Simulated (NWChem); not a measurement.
# propane (C3H8); SMILES CCC

```xyz
11

C     -1.2711     0.0000     0.2568
C      0.0000     0.0000    -0.5793
C      1.2711     0.0000     0.2568
H     -2.1740     0.0000    -0.3732
H     -1.3212    -0.8875     0.9087
H     -1.3212     0.8875     0.9087
H      0.0000     0.8792    -1.2469
H      0.0000    -0.8792    -1.2469
H      2.1740     0.0000    -0.3732
H      1.3212     0.8875     0.9087
H      1.3212    -0.8875     0.9087
```
Atoms are numbered in this order, from 1.

Geometry: optimised at PBE0/def2-SVP.

Symmetry labels are those of C2v in the frame above (b1 and b2, or b-type labels, depend on it). States above −ε(HOMO) = 7.7 eV lie in this functional's continuum and hang on the basis.

Q: List the 4 lowest vertical singlet excitations from PBE/def2-SVPD, TDA (NWChem).

A: 
```tsv
state	energy (eV)	oscillator strength	symmetry	leading excitation (squared amplitude)
S1	7.88	0.003	b2	HOMO → LUMO (1.00)
S2	8.32	0.007	a1	HOMO−1 → LUMO (0.99)
S3	8.36	0.051	b1	HOMO−2 → LUMO (1.00)
S4	8.68	0.000	a2	HOMO → LUMO+1 (1.00)
```
